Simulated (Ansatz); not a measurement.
## A reaction path, image by image

SiNH5, closed shell, from SiNH₅ ([NH3][SiH2]) to SiNH₅ ([NH2][SiH3]); PBE0-D4/def2-SVP (Ansatz 0.2.0). Settings:

```yaml
hamiltonian: {xc: pbe0, dispersion: d4}
neb:
  images: 5
  climbing: true
  max_iterations: 40
  initial_path: idpp
```

First end:

```json
{"atom": "Si1", "x (Å)": "0.0917", "y (Å)": "-0.1767", "z (Å)": "1.3481"}
{"atom": "H2", "x (Å)": "-0.1765", "y (Å)": "-1.1619", "z (Å)": "-1.0067"}
{"atom": "N3", "x (Å)": "0.2034", "y (Å)": "-0.2792", "z (Å)": "-0.6825"}
{"atom": "H4", "x (Å)": "-1.4108", "y (Å)": "0.0643", "z (Å)": "1.2055"}
{"atom": "H5", "x (Å)": "0.4255", "y (Å)": "1.3109", "z (Å)": "1.2419"}
{"atom": "H6", "x (Å)": "1.1728", "y (Å)": "-0.2324", "z (Å)": "-0.9769"}
{"atom": "H7", "x (Å)": "-0.3060", "y (Å)": "0.4750", "z (Å)": "-1.1293"}
```

Second end:

```xyz
7
angstrom
Si -0.0863 -0.2808 0.5902
H 0.4524 -1.6654 0.6009
N 0.0341 0.3206 -1.0168
H -1.5221 -0.2781 0.9722
H 0.6524 0.4914 1.6344
H 0.9045 0.2352 -1.5166
H -0.4349 1.1771 -1.2643
```

The ends were relaxed with PBE0-D4 in triple zeta, so they are not quite minima here (largest force components 0.25 and 0.25 eV/Å).

Energies along the converged band: It took 11 iterations. Path lengths are measured after rigid turns and shifts between images are taken out.
| image | path length (Å) | energy (eV) |
| --- | --- | --- |
| 0 | 0.00 | 0.000 |
| 1 | 0.52 | 0.040 |
| 2 | 1.05 | 0.514 |
| 3 (climbing) | 1.57 | 1.609 |
| 4 | 2.22 | -0.161 |
| 5 | 2.87 | -1.298 |
| 6 | 3.52 | -1.347 |
Energies count from the first end.

The images between the ends:
Image 1:
```xyz
7
angstrom
Si -0.0330 -0.2372 1.3450
H 0.0475 -1.2265 -0.9414
N 0.2101 -0.2486 -0.7087
H -1.4788 0.2313 1.1216
H 0.5278 1.1846 1.4527
H 1.1604 -0.0257 -1.0091
H -0.4342 0.3222 -1.2601
```

Image 2:
```xyz
7
angstrom
Si -0.0689 -0.2570 1.2284
H 0.0993 -1.1526 -0.5969
N 0.2150 -0.1359 -0.7931
H -1.5252 0.1752 1.0687
H 0.5561 1.0486 1.6693
H 1.1652 0.0017 -1.1360
H -0.4415 0.3199 -1.4404
```

Image 3:
```xyz
7
angstrom
Si -0.0769 -0.2285 1.0009
H 0.1623 -1.2473 -0.2374
N 0.1741 -0.0209 -0.8730
H -1.5438 0.0822 1.0850
H 0.5975 0.9116 1.7272
H 1.1394 0.0312 -1.1894
H -0.4527 0.4716 -1.5134
```

Image 4:
```xyz
7
angstrom
Si -0.0972 -0.1645 0.7543
H 0.2595 -1.4838 0.1730
N 0.1504 0.2117 -0.9213
H -1.5388 0.0040 1.1043
H 0.6291 0.7538 1.7284
H 1.0879 0.0580 -1.2696
H -0.4908 0.6209 -1.5692
```

Image 5:
```xyz
7
angstrom
Si -0.0820 -0.1861 0.6342
H 0.3123 -1.6287 0.6008
N 0.1785 0.4902 -0.9343
H -1.5253 -0.0648 1.0052
H 0.7030 0.5268 1.6946
H 1.0047 0.1887 -1.4373
H -0.5912 0.6739 -1.5632
```

The band counts as converged below 0.05 eV/Å. The run took about 45 s on 2 CPU threads of an Arm Neoverse V2 (shared host).
